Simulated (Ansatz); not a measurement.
## Graphite

Calculation: PBE0-D3(BJ) (Ansatz, an electronic-structure program, PAW).

Cell: relaxed with PBE-D3(BJ): a = b = 2.4650 Å, c = 6.7386 Å, α = β = 90.00°, γ = 120.00°.

```yaml
interlayer_binding_energy: 24.1 meV/Å²
```

Measured, for comparison: interlayer binding energy 23.3 ± 2 meV/Å² (temperature not stated, not corrected to a static lattice, bulk; as tabulated in Ning et al. (2022), arXiv:2204.11717). Computed (rounded) less measured: interlayer binding energy +3 % (inside the measured uncertainty).

Note: exact exchange on metals is sensitive to the k mesh and can open a false gap; the run warned that the count of filled bands differs between k points.

Computed values are for the static lattice.
